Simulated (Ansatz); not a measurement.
BP2⁻. Charge -1, multiplicity 1. Geometry PBE0-D4/def2-TZVPD; atoms count from 1.

| atom | x (Å) | y (Å) | z (Å) |
| --- | --- | --- | --- |
| B1 | -0.0040 | 0.0023 | -0.0021 |
| P2 | -0.9338 | -1.4679 | 0.1624 |
| P3 | 0.9378 | 1.4656 | -0.1603 |

The restricted singlet is unstable: a solution with broken spin symmetry lies lower. The geometry of the singlet was relaxed on an unsound state (restricted singlet, unstable towards broken spin symmetry). At PBE0-D4/def2-TZVPD a triplet of charge -1 lies 0.92 eV below the restricted singlet, each at its own geometry. The structure comes from a short search, and lower isomers may exist.

(1) Estimate the Mulliken populations from the PBE0/def2-TZVPD orbitals of Ansatz.

(2) And the Mayer bond orders between bonded heavy atoms (over 0.3)?

Answers

(1) 
| atom | charge (e) |
| --- | --- |
| B1 | -0.16 |
| P2 | -0.42 |
| P3 | -0.42 |
Mulliken values and Mayer orders depend strongly on the basis. With diffuse functions, as here, like atoms can get unlike values, and bond orders can come out too low or too high.

(2) B1–P2 1.65 (1.75 Å); B1–P3 1.65 (1.75 Å). Values over 0.3 also appear between atoms too far apart for a bond (P2–P3 0.56 at 3.49 Å); they arise where an orbital or an unpaired electron spreads over both atoms.
